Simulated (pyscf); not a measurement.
Structures and frequencies: ωB97X-D3(BJ)/def2-SVP in PySCF.

Q: Estimate by transition-state theory (the high-pressure limit) the rate constant of C⁻≡N⁺–CH₃ + H₂ → H₂C=N–CH₃ (singlet surface; H–H broken, C–H, C–H formed) at 1200 K, with ωB97M-D3(BJ)/def2-TZVP energies (ideal gas, 1 atm, RRHO with modes under 100 cm⁻¹ raised to 100, one conformer, R ln 2 for chiral ones without a mode under 150 cm⁻¹; no tunnelling).

A: The electronic barrier is 60.2 kcal/mol and the thermal terms add +34.5, so ΔG‡ = 94.7 kcal/mol. With k_BT/h = 2.50e+13 s⁻¹ and RT = 2.385 kcal/mol, and a volume of 1.64e-19 cm³ per molecule at 1 atm, k = 2.3e-23 cm³ molecule⁻¹ s⁻¹. The product is born with the 88 kcal/mol of the reverse barrier and needs collisions to keep. Wigner's tunnelling factor for 1666i cm⁻¹ would be 1.17. A shift of 1 kcal/mol in the barrier changes k by a factor 1.5. From the product side, H₂C=N• + CH₃• lies, by one bond made or cut, 9.6 kcal/mol under this saddle at ωB97M-D3(BJ)/def2-TZVP. C⁻≡N⁺–CH₃ lies 22.5 kcal/mol over its isomer H₃C–C≡N (electronic energy, ωB97M-D3(BJ)/def2-TZVP). H₂C=N–CH₃ lies 9.1 kcal/mol over its isomer H₃C–CH=NH (electronic energy, ωB97M-D3(BJ)/def2-TZVP). This is the saddle that the search found; another between the same sides may lie lower.
